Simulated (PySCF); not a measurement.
An excited-state job on `C=N/C=C/F`.

Computed with TDDFT PBE0/def2-SVPD, vertical, gas phase, core orbitals frozen in the response (PySCF 2.14.0, density-fitted response routines). Geometry: GFN2-xTB. The command runs a driver script over a list of jobs; the input below is this job's line of settings and its coordinates in Å.

Command:
```bash
OMP_NUM_THREADS=1 python probes_run.py task.json out
```

Input:
```
{"job": {"kind": "uv", "xc": "PBE0", "basis": "def2-SVPD", "nstates": 6, "ntriplets": 2}, "charge": 0, "multiplicity": 1}
C     -1.801655     0.026854     0.042253
N     -0.674336    -0.533633    -0.024078
C      0.473475     0.226508     0.002225
C      1.651424    -0.384301    -0.068930
F      2.800707     0.295896    -0.049220
H     -1.949167     1.108780     0.122198
H     -2.683299    -0.594614     0.018691
H      0.407917     1.312372     0.079157
H      1.788497    -1.451868    -0.147476
```

What does the run print?

```
coarse grid: 7888 points
cycle   1  E = -270.7090059096  dE =  6.483e-01  |g| = 3.920e-01  |ddm| = 4.365e+00
cycle   2  E = -270.6854734013  dE =  2.353e-02  |g| = 5.361e-01  |ddm| = 1.259e+00
cycle   3  E = -270.7391857087  dE = -5.371e-02  |g| = 6.606e-02  |ddm| = 7.438e-01
cycle   4  E = -270.7399291096  dE = -7.434e-04  |g| = 3.159e-02  |ddm| = 1.335e-01
cycle   5  E = -270.7401175908  dE = -1.885e-04  |g| = 9.390e-03  |ddm| = 4.837e-02
cycle   6  E = -270.7401367226  dE = -1.913e-05  |g| = 2.100e-03  |ddm| = 1.730e-02
cycle   7  E = -270.7401377045  dE = -9.819e-07  |g| = 7.573e-04  |ddm| = 3.209e-03
final grid: 77712 points
cycle   8  E = -270.7752202017  dE = -1.994e-05  |g| = 5.909e-03  |ddm| = 8.120e-02
cycle   9  E = -270.7752135463  dE =  6.655e-06  |g| = 8.385e-03  |ddm| = 1.976e-02
cycle  10  E = -270.7752281825  dE = -1.464e-05  |g| = 1.491e-03  |ddm| = 1.250e-02
cycle  11  E = -270.7752286775  dE = -4.951e-07  |g| = 2.720e-04  |ddm| = 1.836e-03
cycle  12  E = -270.7752286923  dE = -1.474e-08  |g| = 9.113e-05  |ddm| = 4.114e-04
cycle  13  E = -270.7752286937  dE = -1.432e-09  |g| = 1.667e-05  |ddm| = 1.059e-04
cycle  14  E = -270.7752286937  dE = -4.218e-11  |g| = 8.699e-06  |ddm| = 3.402e-05
converged SCF energy = -270.7752286937

Static polarisability (au): isotropic 50.546, principal 29.743 41.400 80.494

Singlet excitations
state   eV       nm        f      main configurations
  1   4.6021    269.4   0.00054   H-1->L 0.99
  2   5.8246    212.9   0.50470   H->L 0.93
  3   7.0784    175.2   0.00023   H-1->L+1 0.94
  4   7.1741    172.8   0.00133   H->L+2 0.79, H->L+3 0.14
  5   7.2401    171.2   0.00758   H->L+3 0.82, H->L+2 0.16
  6   7.3591    168.5   0.11323   H->L+1 0.86

Triplet excitations (Tamm-Dancoff, eV): 3.2486 3.9947
```

The SCF starts on a coarse grid where the log names one; the energy can jump when the final grid takes over, and dE then counts from the start density on the new grid. H and L stand for HOMO and LUMO; the number after each pair is its weight.

Which computed singlet has the largest oscillator strength, and what do all of them sum to?

State 2 at 5.82 eV (213 nm), f = 0.505; the 6 states sum to 0.628.

How does the lowest singlet excitation compare with the HOMO–LUMO gap?

HOMO -7.29 eV and LUMO -1.27 eV give a gap of 6.02 eV; S1 at 4.60 eV lies 1.42 eV below it.

In short: HOMO -7.29 eV, LUMO -1.27 eV; lowest singlet 4.60 eV; lowest triplet 3.25 eV (Tamm–Dancoff); mean polarisability 50.5 au.

How long does this job take on an Arm Neoverse N1 with one thread, no GPU (shared host)? And the peak memory of the process?

About 15 s, with 0.56 GiB resident at the peak, the Python interpreter and its libraries included.

One conformer stands for the species.
Labels such as C1 count atoms from 1, the log's own numbers from 0.
